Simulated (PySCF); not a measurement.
**MC for M along the second period**

CCSD(T) with double-zeta basis sets in PySCF, for the lowest determinant that a PBE0 search found; no spin–orbit coupling. De refers to high-spin ground-configuration atoms.

| M | basis | reference, frozen orbitals | state (unpaired electrons) | Re (Å) | ωe (cm⁻¹) | De (eV) |
| --- | --- | --- | --- | --- | --- | --- |
| Li | jorge-DZP-DKH | UHF, 1 | quartet (σ ↑, π ↑↑) | 1.939 | 654 | 2.27 |
| C | aug-cc-pVDZ | UHF, 2 | triplet (σ ↑, π ↑) | 1.341 | 1605 | 5.56 |
| N | def2-SVP | ROHF, 2 | doublet (σ ↑) | 1.186 | 2089 | 7.28 |
| O | jorge-DZP-DKH | RHF, 2 | singlet (closed shell) | 1.149 | 2139 | 10.36 |
| F | def2-SVPD | UHF, 2 | doublet (π ↑) | 1.287 | 1283 | 5.37 |

The shortest bond is that of CO (1.149 Å), the longest that of LiC (1.939 Å). CO is bound most strongly (10.36 eV) and LiC least (2.27 eV).

The rows differ in basis set, which adds steps of its own.

The state changes along the series, so neighbouring rows are not always alike in their bonding.

Correlated steps freeze the inner cores (1 to 2 orbitals); shallow outer-core shells are correlated. UHF and ROHF references stand side by side, which adds small steps between rows. Correlated levels converge slowly with the basis: in double zeta they bind strong bonds too weakly, by up to about 1 eV, and carry superposition errors of some tenths. Where the molecule has an RHF reference, its open-shell atoms are computed with UHF. The CCSD T1 diagnostic is raised in CN, CO, a sign that a single reference may not be enough there. States were picked by a PBE0 search and need not be the measured ground states.
